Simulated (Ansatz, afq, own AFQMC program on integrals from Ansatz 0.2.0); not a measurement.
# SiGeH3, doublet: a scan with AFQMC

```yaml
atoms:
  - { symbol: Si, position_ang: [-0.0291, 0.0911, 1.6863] }
  - { symbol: Ge, position_ang: [0.0129, -0.0156, -0.6336] }
  - { symbol: H, position_ang: [0.2341, -1.4090, 1.7523] }
  - { symbol: H, position_ang: [-0.3266, -1.2336, -1.5256] }
  - { symbol: H, position_ang: [-0.0229, 1.2257, -1.5544] }
```

The Si1–Ge2 distance is changed with both sides rigid. Energies in kcal/mol count from this geometry (2.323 Å) at the same level; the start stands on UHF, each point on the determinant named.

Basis cc-pVDZ. Only valence electrons are correlated. AFQMC by an in-house program on the Cholesky factors that Ansatz 0.2.0 writes for its CCSD(T) run. The CISD trial takes its coefficients from CCSD amplitudes. Released means that phaseless walkers are propagated on without the constraint, phases kept. Error bars are statistical, one sigma. No spin–orbit coupling.

Cautions, each for one point or more: an unrestricted solution with more broken spin lies lower; higher spins were not checked; inner d shell frozen; no relativity below Rb; no spin-orbit coupling; raised T1 diagnostic; strong correlation; the ph-AFQMC/CISD walk drifts between its halves; unrestricted determinant spin contaminated; walk and cluster series may follow different spin states.

```csv
r(Si1–Ge2) / Å,det.,T1,weight,⟨S²⟩,PBE0,r2SCAN,CCSD(T)
2.126,UHF,0.040,0.83,0.93,6.9,6.6,9.3
2.586,UHF,0.057,0.80,1.00,5.7,5.7,4.0
3.263,UHF¶,0.078,0.74,1.03,37.3,36.5,34.0
4.242,UHF¶,0.080,0.74,1.15,55.9,58.7,46.1
6.140,UHF,0.015,0.85,0.77,59.6,62.9§,48.3
```

Task: Estimate the curve of phaseless AFQMC with a CISD trial, counted from the same start.

Result: 
```csv
r(Si1–Ge2) / Å,det.,T1,weight,⟨S²⟩,ph-AFQMC/CISD,released AFQMC
2.126,UHF,0.040,0.83,0.93,9.3 ± 0.4,9.5 ± 0.5*
2.586,UHF,0.057,0.80,1.00,4.1 ± 0.4,3.8 ± 0.5*
3.263,UHF¶,0.078,0.74,1.03,34.1 ± 0.4,–
4.242,UHF¶,0.080,0.74,1.15,47.2 ± 0.4,46.8 ± 0.7*
6.140,UHF,0.015,0.85,0.77,49.2 ± 0.4,48.8 ± 0.5*
```

Weight is that of the determinant in the CISD state; at the start T1 is 0.047 and the weight 0.82, and ⟨S²⟩ is 0.96. ¶ marks points with a poor determinant and no full CI, where no value is sure; they don't count among the departures. An asterisk marks released energies that aren't shown to be converged. Symmetry can't show for every point that it stays on the start's state. A dash marks a missing value, a released energy that hasn't settled or a functional that sits on another state. § marks a functional whose ⟨S²⟩ is too high by over 0.1. Largest departures from phaseless AFQMC with a CISD trial: CCSD(T) -0.9 kcal/mol at 6.140 (on UHF). The walk's constraint bias lies outside its error bars, so these are departures and not errors. The functionals aren't scored here. In this small basis the wave-function levels are far from their limit, so their gap to the functionals isn't the functionals' error.
